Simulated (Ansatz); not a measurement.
A made-up structure of B2NH2 (charge -1), closed shell:

```
5
angstrom
B -0.3820 0.3526 -0.3717
B 0.5883 -0.5430 0.5725
N 1.3494 -1.2455 1.3131
H 1.9701 -2.0007 1.6044
H -0.5780 1.5339 -0.1883
```

It is relaxed with PBE-D4/def2-SVPD and then PBE0-D4/def2-TZVPD (Ansatz 0.2.0). Atoms count as bonded within 1.22 times the sum of their covalent radii (H–H: 0.88 Å). The end point is not checked to be a true minimum.

Question: Does its bonding change? (Judge from chemistry; the calculation decides.)

Answer: Computed: No: no bond forms or breaks.

Where it ends: The first stage lowers the energy by 0.23 eV in 10 steps. It ends as B₂NH₂ ([BH][B][NH]), total charge -1:
```xyz
5
angstrom
B -0.3307 0.2788 -0.2446
B 0.7300 -0.4063 0.7304
N 1.5695 -1.1020 1.4659
H 1.6516 -2.1015 1.3218
H -0.6727 1.4284 -0.3437
```

Labels in which every atom is bracketed show which atoms are joined, not bond orders.

For scale, one of the runs: PBE0-D4/def2-TZVPD relaxation, 129 basis functions, launched by `ansatz run in.yaml --threads 2 --pin off --events-out ev --progress --plain --max-ram 4352MiB`. Hardware: 2 CPU threads of an Arm Neoverse V2, shared host. Wall time about 11 s.
